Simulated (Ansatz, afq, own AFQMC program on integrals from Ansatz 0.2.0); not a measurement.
Two steps: Ansatz 0.2.0 writes the Fock matrix and Cholesky factors of the valence space, and afq projects on them the lowest state that overlaps trial and start.

```yaml
crystal:
  periodic: [false, false, false]
  atoms:
    - {symbol: B, position_ang: [0.000000, 0.000000, 1.013949]}
    - {symbol: O, position_ang: [0.000000, 0.000000, -0.092752]}
    - {symbol: H, position_ang: [0.000000, 0.000000, -0.921197]}
basis:
  gaussian: {orbitals: cc-pVDZ}
magnetization: {spin_polarized: false}
correlation: {method: ccsd_t, electrons: outside_noble_gas, hamiltonian_folder: ham}
```

```sh
$ ansatz run in.yaml --threads 1 --pin off --events-out ev --progress --plain --max-ram 1382MiB
```

Options of the walk:

```
--method free --trial cisd --walkers 100 --time-step 0.03 --max-blocks 80 --target-error 0.00038 --factor-cut 1e-05 --seed 5499 --times 0,0.21,0.42,0.81,1.2,1.8,2.4,3 --taylor-order 8
```

Times are imaginary, in 1/Eh. The walk had a cap of 512 s.

afq prints:

```
orbitals 31  electrons 5 5  factors 229 of 302
reference energy -100.03917060 Eh
CCSD correlation -0.25709963 Eh in 9 cycles, weight of the determinant in the CISD state 0.9095
repeat  energy at the last time / Eh  error
    10  -100.301404  0.000963
    20  -100.301862  0.000845
    30  -100.302085  0.000737
    40  -100.302699  0.000645
    50  -100.302754  0.000566
    60  -100.303059  0.000497
    70  -100.303234  0.000462
    80  -100.303290  0.000425
time / (1/Eh)  energy / Eh  error  mean overlap
  0.00  -100.296179  0.000256  1.0991
  0.21  -100.299997  0.000213  1.0981
  0.42  -100.301159  0.000206  1.1058
  0.81  -100.302560  0.000240  1.0985
  1.20  -100.302669  0.000260  1.1101
  1.80  -100.302808  0.000270  1.1277
  2.40  -100.303261  0.000338  1.1267
  3.00  -100.303290  0.000425  1.1212
energy -100.303290 +/- 0.000425 Eh
```

The run passed its tests (error under three times the target), which doesn't prove that it has relaxed.

Against this walk (error 11.6 meV) on the same determinant: CCSD(T) 29.3 meV higher, CCSDT(Q) 4.2 meV higher (within the noise). The error is statistical, and a free projection of finite length keeps a remainder of its start.

Cautions: remainder of the start not in the error; error above the target (11.6 against 10.3 meV).

The walk took 110 s on 1 thread of Intel(R) Xeon(R) Platinum 8375C CPU @ 2.90GHz (Ice Lake), with other jobs on the host. The log's last line is the free-projection energy.

CCSDT and higher add their correlation energy to the determinant of the CCSD(T) run, since their own runs factorise the integrals more tightly (a shift of under 2 meV). A walk keeps the symmetry of its determinant, which the program's search chose and which needn't be the lowest solution, so a lower state of the same spin and another symmetry isn't excluded.
